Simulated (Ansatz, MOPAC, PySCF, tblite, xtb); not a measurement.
Energy landscape of O2S, singlet: map of symmetric stretch and bend. Scanned: S-O bond length and O-S-O angle.

- GFN2-xTB, 300 K electronic temperature (tblite)
- RHF/def2-TZVP, density fitting (PySCF)
- r2SCAN/def2-TZVP, density fitting (PySCF)
- PBE0/def2-TZVP, density fitting (PySCF)
- RHF/aug-cc-pVTZ (Ansatz, a quantum-chemistry and plane-wave program)
- MP2/aug-cc-pVTZ = MP2 on RHF/aug-cc-pVTZ, frozen core in Ansatz
- CCSD/aug-cc-pVTZ = Ansatz with CCSD on RHF/aug-cc-pVTZ, frozen core
- CCSD(T)/aug-cc-pVTZ = CCSD(T) on RHF/aug-cc-pVTZ, frozen core in Ansatz
- CCSDT/cc-pVDZ = CCSDT on RHF/cc-pVDZ, frozen core in Ansatz
- CCSDT(Q)/cc-pVDZ = CCSDT(Q) on RHF/cc-pVDZ, frozen core in Ansatz
- RKS-PBE/aug-cc-pVTZ = restricted PBE/aug-cc-pVTZ in Ansatz
- PM7, restricted, heats of formation (MOPAC)
- AM1, restricted, heats of formation (MOPAC)
- GFN1-xTB (xtb)
- RKS-B3LYP/6-31G* = PySCF with restricted B3LYP/6-31G*, spherical d
- RMP2/3-21G = restricted MP2 (frozen core)/3-21G run with PySCF
- RKS-LDA (SVWN5)/6-31G* = restricted LDA (SVWN5)/6-31G*, spherical d run with PySCF
- RKS-M06-2X/6-31G* = restricted M06-2X/6-31G*, spherical d (PySCF)

Energies in mEh at chosen points (x: S-O bond length (Å); y: O-S-O angle (°)), relative to x = 1.46, y = 122.14:

```tsv
method	(1.68, 96.23)	(1.94, 104.86)	(1.22, 122.14)	(1.89, 96.23)	(1.22, 104.86)	(1.94, 156.68)	(1.53, 122.14)
GFN2-xTB	94.0	234.0	173.1	210.0	196.8	266.7	16.1
RHF	155.4	331.9	134.5	305.7	171.5	367.8	33.9
r2SCAN	96.3	225.1	190.9	204.7	225.8	253.8	14.5
PBE0	109.0	252.4	180.6	229.0	215.4	287.9	18.5
RHF/aug-cc-pVTZ	145.9	318.7	155.1	292.9	191.0	355.2	30.6
MP2/aug-cc-pVTZ	78.0	253.6	221.2	204.6	256.1	343.6	8.0
CCSD/aug-cc-pVTZ	99.7	233.5	202.3	212.1	237.3	265.2	15.6
CCSD(T)/aug-cc-pVTZ	82.6	189.9	214.7	174.8	249.4	193.4	10.6
CCSDT/cc-pVDZ	60.4	—	259.2	—	293.6	178.9	2.2
CCSDT(Q)/cc-pVDZ	54.5	—	261.2	—	295.7	71.9	0.9
RKS-PBE/aug-cc-pVTZ	73.7	186.7	229.8	168.8	263.2	210.7	6.4
PM7	95.5	256.0	115.2	224.2	164.3	301.7	17.1
AM1	55.2	223.2	85.5	184.5	105.4	291.1	12.9
GFN1-xTB	106.4	259.6	201.5	232.1	236.9	284.8	16.9
RKS-B3LYP/6-31G*	83.9	206.4	233.2	186.3	268.3	241.2	8.7
RMP2/3-21G	-22.9	126.1	426.8	73.1	463.8	228.3	-30.4
RKS-LDA (SVWN5)/6-31G*	79.2	198.8	236.8	179.8	270.0	221.7	7.0
RKS-M06-2X/6-31G*	103.9	252.0	217.2	226.4	252.5	297.9	15.5
```

Dashes: no converged value, or the column stops at the first point that the program doubted or that broke a chosen test of continuity, which isn't proof of a fault.
